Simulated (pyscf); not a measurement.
A first-order saddle from PySCF, ωB97X-D3(BJ)/def2-SVP:

```
Si
H 1 1.4835
H 1 1.5077 2 108.48
H 1 1.6421 2 95.79 3 -124.96
H 4 1.0312 1 77.45 2 91.90
H 4 1.1038 5 151.79 1 10.15
Se 1 2.2818 2 121.77 6 -83.72
H 7 1.4681 1 93.41 2 -112.00
```
Charge 0, spin multiplicity 1.

Surface: singlet, charge 0. Lowest wavenumbers (cm⁻¹): 1739i, 201, 298, 397, 513.

Question: Name the species on either side of this saddle.

Answer: `[SiH3][SeH]` + `[H][H]` ⇌ `[SiH3][SeH]` + `[H][H]`, a four-centre exchange read from left to right: H–Si, H–H broken and H–Si, H–H formed. At ωB97M-D3(BJ)/def2-TZVP it lies +2.76 eV from the left side and +2.76 eV from the right (each side as separated species at their lowest minima found). At the saddle there is also a short H–Si contact that neither side keeps. The same reactants have a lower exit, to H₂Se + SiH₄ (barrier +2.47 eV at ωB97M-D3(BJ)/def2-TZVP, against +2.76 eV here). This is the saddle that the search found; another between the same sides may lie lower. Elements up to Kr have no core potential and no relativistic terms here.
